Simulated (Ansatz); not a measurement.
Species: CH$_{4}$ (charge +1, doublet). SMILES of the parent species: C

Atoms: C1, H2, H3, H4, H5. Bonds: C1-H2, C1-H3, C1-H4, C1-H5.

Bond lengths (Å) and angles (degrees) optimised at HF/6-31G* with Ansatz (a quantum-chemistry and plane-wave program); PBE/6-31G* with Ansatz; B3LYP/LANL2DZ with Ansatz; MP2/6-31G* with Ansatz, each started from the B3LYP-D3(BJ)/def2-TZVP structure (Ansatz) of the last column. A row stands for all coordinates that are equal there. 6-31G* holds six Cartesian d functions. At HF/6-31G* the structure is a saddle point. No wavenumbers were computed at PBE/6-31G*, B3LYP/LANL2DZ, MP2/6-31G*, so these may be saddle points.

```csv
coordinate,HF/6-31G*,PBE/6-31G*,B3LYP/LANL2DZ,MP2/6-31G*,B3LYP-D3(BJ)/def2-TZVP
C1-H2,1.111,1.131,1.126,1.119,1.121
H2-C1-H3,96.8,96.5,96.6,96.6,96.4
H2-C1-H5,139.8,140.7,140.4,140.4,140.9
```

Mean signed difference of all 4 bond lengths from B3LYP-D3(BJ)/def2-TZVP: HF/6-31G* -0.009 Å, PBE/6-31G* 0.011 Å, B3LYP/LANL2DZ 0.006 Å, MP2/6-31G* -0.002 Å.
